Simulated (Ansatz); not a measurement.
The cluster Mg₂H₂, relaxed as a singlet with RKS PBE-D4/def2-TZVP in Ansatz, starting from the GFN1-xTB geometry. Force threshold 0.02 eV/Å.

The structure comes from a short search, and lower isomers may exist.

Start:

```xyz
4

Mg    0.4800    1.2401   -0.2993
Mg   -0.7078   -1.0729   -0.4457
H    -1.1794   -2.6010    0.2114
H     1.4072    2.4337    0.5336
```

Question: Estimate the energy that the relaxation releases and the steps that it takes.

Answer: 0.30 eV, in 6 steps; 2.6 s on 4 threads of Arm Neoverse V1 on a shared host. The force fell under the threshold at step 4, but the optimiser went on. No frequencies were taken in this run, so the end may be a saddle point.

Question: Does the start keep its bonding and symmetry?

Answer: By distances, no bond broke or formed. The bond that changes most is Mg1–Mg2, from 2.60 to 2.89 Å (atoms count from 1). The end is the same structure that another start reached, the lowest one found. Point group C2v at the start, D∞h at the end, both within 0.05 Å.

Question: Predict the relaxed structure.

Answer: 
```xyz
4

Mg    0.661    1.281    0.082
Mg   -0.660   -1.281   -0.080
H    -1.450   -2.823   -0.182
H     1.449    2.823    0.180
```
Bond lengths (bridged metal pairs left out): 1 × Mg–Mg 2.89 Å; 2 × H–Mg 1.73 Å.
